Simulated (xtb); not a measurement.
AlCl₃, SMILES [Cl][Al]([Cl])[Cl]. All values are semi-empirical tight-binding results from xtb (GFN2-xTB unless named), good for trends rather than for accurate numbers. Coordinates come from a GFN2-xTB optimisation. The isomer is the one that the SMILES or the coordinates give; other isomers of the formula were not compared.

For metal compounds this method's bond lengths and energies can be far off.

```yaml
point_group_as_xtb_finds_it: D3h
orbital_gap: 4.57 eV
zero_point_energy: 2.9 kcal/mol
G − E(el) at 298.15 K (modified RRHO): -15.6 kcal/mol
```
